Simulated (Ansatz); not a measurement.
We consider rock-salt CaO, described by HSE06 in Ansatz (plane waves, PAW).

The same calculation (at the measured cell, 13.919 Å³/atom) with different numerical settings:

```tsv
run	k mesh	gap on the mesh (eV)	total energy (eV/atom)
1	4×4×4	5.311	-1194.1535
2	6×6×6	5.312	-1194.1548
3	8×8×8	5.312	-1194.1548
4	10×10×10	5.312	-1194.1548
5	12×12×12	5.312	-1194.1548
```

In the column total energy (eV/atom) the first row differs from the last by +0.0013 and the next to last by 0.0000.

The last row is no converged limit: other settings stay fixed.

Ansatz is an electronic-structure program.
